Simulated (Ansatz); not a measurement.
in.yaml

```yaml
crystal:
  periodic: [false, false, false]
  atoms:
    - {symbol: Na, position_ang: [0.000000, 0.000000, 3.324482]}
    - {symbol: Mg, position_ang: [0.000000, 0.000000, -0.542158]}
    - {symbol: H, position_ang: [0.000000, 0.000000, -2.782325]}
basis:
  gaussian: {orbitals: cc-pVTZ, point_charges: [{charge: 1.00, position_ang: [4.314, -0.396, -0.538]}]}
magnetization: {spin_polarized: false}
hamiltonian: {pseudopotentials: {relativity: scalar}}
correlation: {method: ccsdt, electrons: outside_noble_gas}
output: {forces: true}
```

```sh
$ ansatz run in.yaml --threads 1 --pin off --events-out ev --progress --plain --max-ram 2393MiB
```

The program prints:

```
908 factors; integrals over basis functions are off by at most 2.4e-7 eV
mean field evaluation 1: about -9862.6923 eV, gradient 9.6e0 eV
mean field evaluation 2: about -9862.6993 eV, gradient 9.6e0 eV
mean field evaluation 4: about -9863.7799 eV, gradient 1.0e0 eV
mean field evaluation 8: about -9863.7967 eV, gradient 2.3e-3 eV
mean field evaluation 16: about -9863.7854 eV, gradient 1.4e-1 eV
mean field -9863.79668349 eV, -362.4878421967 hartree, gradient 2.1e-6 eV, S^2 0.000000; 1 other end points of the search recorded, 0 dependent functions left out; unrestricted orbitals would lower it
10 core orbitals not correlated: weight in the atoms' cores, before any rotation towards them, 1.000 or more for the frozen orbitals, at most 0.000 for the correlated occupied ones
reference -9863.79668349 eV, -362.4878421967 hartree; 2, 2 occupied and 70, 70 virtual orbitals, 908 factors
second order -1.42029624 eV of doubles, -0.00000000 eV of singles
cycle   1  -1.71186526 eV  change   -2.9e-1 eV  update   7.8e-2
cycle   2  -1.94287240 eV  change   -2.3e-1 eV  update   4.1e-2
cycle   3  -1.97049765 eV  change   -2.8e-2 eV  update   1.9e-2
cycle   4  -1.97762703 eV  change   -7.1e-3 eV  update   1.0e-2
cycle   5  -1.98413349 eV  change   -6.5e-3 eV  update   6.3e-3
cycle   6  -1.98632456 eV  change   -2.2e-3 eV  update   3.2e-3
cycle   7  -1.98605120 eV  change    2.7e-4 eV  update   1.7e-3
cycle   8  -1.98609491 eV  change   -4.4e-5 eV  update   7.8e-4
cycle   9  -1.98643831 eV  change   -3.4e-4 eV  update   4.3e-4
cycle  10  -1.98656899 eV  change   -1.3e-4 eV  update   1.8e-4
cycle  11  -1.98652593 eV  change    4.3e-5 eV  update   1.0e-4
cycle  12  -1.98650286 eV  change    2.3e-5 eV  update   5.8e-5
cycle  13  -1.98648915 eV  change    1.4e-5 eV  update   2.6e-5
cycle  14  -1.98648695 eV  change    2.2e-6 eV  update   1.5e-5
cycle  15  -1.98649804 eV  change   -1.1e-5 eV  update   9.4e-6
cycle  16  -1.98650130 eV  change   -3.3e-6 eV  update   4.6e-6
cycle  17  -1.98650172 eV  change   -4.2e-7 eV  update   2.5e-6
cycle  18  -1.98650103 eV  change    6.9e-7 eV  update   1.5e-6
cycle  19  -1.98650005 eV  change    9.7e-7 eV  update   9.5e-7
cycle  20  -1.98649957 eV  change    4.8e-7 eV  update   4.7e-7
cycle  21  -1.98649947 eV  change    9.8e-8 eV  update   2.2e-7
the calculation of the forces begins
mean field evaluation 32: about -9863.7967 eV, gradient 2.1e-6 eV
Total energy: -9865.78318296 eV, -362.5608447059 hartree
Relativity: scalar
Atom 0 at     0.000000     0.000000     3.324482 Å, force     0.005014    -0.000460    -0.534360 eV/Å
Atom 1 at     0.000000     0.000000    -0.542158 Å, force     0.335859    -0.030830    -1.095276 eV/Å
Atom 2 at     0.000000     0.000000    -2.782325 Å, force     0.059752    -0.005485     1.656556 eV/Å
Dipole moment:    -0.859630     0.078909     2.584314 e Å
```

Forces (eV/Å):
```
Na   0.005  0.000 -0.534
Mg   0.336 -0.031 -1.095
H    0.060 -0.005  1.657
```

Ran on 1 thread of Arm Neoverse V2, shared host: 63 s wall, 0.47 GiB peak host memory.
